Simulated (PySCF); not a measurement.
# CH3F: the cost of one run

The runs use PySCF 2.14.0, with density-fitted response routines of our own; the level of theory stands in each step. All values are computed, except where a source is named. Atoms are numbered from 0 throughout.

### Step 1. Starting geometry

5 atoms, charge 0, multiplicity 1; geometry from: GFN2-xTB. The atoms were then displaced at random by about 0.01 Å, so the start is not that level's minimum.

Bonds of the start (Å): C0–F1 1.34, C0–H2 1.08, C0–H3 1.12, C0–H4 1.10.

### Step 2. Optimising the geometry at PBE0-D3(BJ)/def2-SVP

The job: settings as JSON, then the geometry in Å.

```
{"job": {"xc": "PBE0", "basis": "def2-SVP", "d3": "d3bj", "grid": 1, "shake": 0.01, "kind": "geom"}, "charge": 0, "multiplicity": 1}
C     -0.047000    -0.018940     0.009420
F      1.275820    -0.114340    -0.165090
H     -0.319630    -0.223780     1.037550
H     -0.318560     1.032570    -0.244100
H     -0.557060    -0.709470    -0.675660
```

Started as:

```bash
$ OMP_NUM_THREADS=1 python probes_run.py task.json out
```

One launch serves the whole session: the jobs run in the order shown.

Q: Estimate the wall time and peak memory of this first job on 1 thread of Intel Xeon Platinum 8375C at 2.90GHz, shared host.

About 2.1 s, with a peak of 0.25 GiB.
